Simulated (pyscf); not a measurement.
Elementary routes open to `[CH3][Zn][NH2]` + `[H][H]` in the gas phase (singlet surface):
A. `[CH4]` + `[NH2][ZnH]` (C–Zn, H–H broken; C–H, H–Zn formed)
B. `[CH3][ZnH]` + `[NH3]` (N–Zn, H–H broken; H–Zn, H–N formed)

PySCF, gas phase, ωB97X-D3(BJ)/def2-SVP geometries.

**Question.** Rank the routes by free-energy barrier at 298 K, lowest first, for ωB97M-D3(BJ)/def2-TZVP energies (ideal gas, 1 atm, RRHO with modes under 100 cm⁻¹ raised to 100, one conformer, R ln 2 for chiral ones without a mode under 150 cm⁻¹).

**Answer.** B (1.47 eV), A (2.28 eV)

Route B is the fastest of these, ahead of the next by 0.82 eV. The most stable products are those of A (ΔG = -0.39 eV), whose barrier is 0.82 eV higher: the kinetic and the thermodynamic product differ. At 1200 K B is still the fastest. B: On the product side the descent ends in an adduct with a N–Zn contact, 0.50 eV under the separated species and 1.58 eV under the saddle at ωB97X-D3(BJ)/def2-TZVP. Only these routes are compared; each barrier is that of the saddle found, and lower ones may exist. Elements up to Kr have no core potential and no relativistic terms here.
